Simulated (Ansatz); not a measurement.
Correlation methods on CH₃ClF (charge -1), singlet

Computed with Ansatz's Gaussian-basis code (development build); BCCD by scripts on PySCF. Settings: cc-pVDZ; 7 core orbitals frozen; no relativity. Perturbation and coupled-cluster methods stand on the Hartree–Fock determinant that coupled cluster favours (restricted). 

Geometry (Å). A bond is stretched, to 1.88 times the sum of the covalent radii.

```xyz
6

Cl    0.0000    0.0000    1.6231
C     0.0000    0.0000   -0.2274
H     0.0000    1.0263   -0.5551
H     0.8888   -0.5132   -0.5551
H    -0.8888   -0.5132   -0.5551
F     0.0000    0.0000   -2.7293
```

Correlation energy of CCSD(T), then each method's total less that of CCSD(T), in eV:

| case | E corr CCSD(T) | BCCD | BCCD(T) | determinant |
| --- | --- | --- | --- | --- |
| RHF | -14.150 | +0.256 | -0.003 | – |

(1) Give CCSDT(Q) less CCSD(T). Is CCSD(T) good to 1 kcal/mol?

(2) Which method comes nearest to CCSDT(Q) in total energy?

Results:

(1) RHF: -0.046 eV (outside).

(2) BCCD(T), 0.043 eV away; next CCSD(T) (0.046 eV), last BCCD (0.302 eV).
